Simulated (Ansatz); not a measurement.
We consider Cu2ZnSnS4 (I-4, No. 82), described by LDA (PAW; Ansatz, a quantum-chemistry and plane-wave program).

Run with plane-wave cutoff 520 eV, 10×10×10 k mesh, Fermi–Dirac smearing 0.01 eV, no spin polarisation, scalar-relativistic PAW data made under PBE.

Cell (relaxed at this level):

```cif
data_Cu2S4SnZn
_chemical_formula_sum 'Zn1 Cu2 Sn1 S4'
_space_group_name_H-M_alt 'P 1'
_space_group_IT_number 1
_cell_length_a 6.51410
_cell_length_b 6.51410
_cell_length_c 6.51410
_cell_angle_alpha 131.819
_cell_angle_beta 131.819
_cell_angle_gamma 70.515
loop_
_space_group_symop_operation_xyz
  'x, y, z'
loop_
_atom_site_label
_atom_site_type_symbol
_atom_site_fract_x
_atom_site_fract_y
_atom_site_fract_z
_atom_site_occupancy
Zn1 Zn 0.75000 0.25000 0.50000 1
Cu1 Cu 0.00000 0.00000 0.00000 1
Cu2 Cu 0.25000 0.75000 0.50000 1
Sn1 Sn 0.50000 0.50000 0.00000 1
S1 S 0.36072 0.36987 0.46997 1
S2 S 0.63013 0.10010 0.99085 1
S3 S 0.89990 0.89075 0.53003 1
S4 S 0.10925 0.63928 0.00915 1
```

Problem. Estimate the band gap and bulk modulus B0 that the calculation returns.

Solution. 
- band gap: 0.14 eV (on the SCF k mesh)
- bulk modulus B0: 88.4 GPa

Measured, for comparison: band gap 1.49 eV (temperature not stated, no zero-point or thermal correction, direct; as tabulated in Wikipedia's data pages).

Note: the bulk modulus is −V dP/dV from two relaxed cells at ±2 % in volume; the volume lies 6 % below that of the published cell.

Spin–orbit coupling is not included.

The result took about 20 core-minutes (a rough figure).
